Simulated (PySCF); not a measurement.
# Working out the ionisation energy of B

B [He] 2s2 2p1 (2P) → B⁺ [He] 2s2 (1S). Calculation: PySCF 2.14, in dyall-av3z; the non-relativistic Hamiltonian (point nucleus). Frozen: 1s2; the 13 highest virtual orbitals dropped. Energies in hartree (1 hartree = 27.21139 eV):

| part | B (lower) | B⁺ (upper) |
| --- | --- | --- |
| UHF | -24.533079 | -24.237546 |
| CCSD correlation | -0.065996 | -0.061020 |
| (T) | -0.001397 | 0.000000 |

Problem. What does Hartree-Fock give?

Solution. (-24.237546) − (-24.533079) = 0.295533 hartree = 8.042 eV.

Problem. What do CCSD and CCSD(T) give?

Solution. The CCSD correlation energies differ by 0.004976 hartree = 0.135 eV and the triples by 0.001397 hartree = 0.038 eV, so CCSD gives 8.177 eV and CCSD(T) 8.215 eV.

Measured between the centres of the two terms (NIST): 8.297 eV, so CCSD(T) (valence) is off by -0.082 eV.

What remains against the reference includes basis incompleteness, the frozen core and higher excitations.
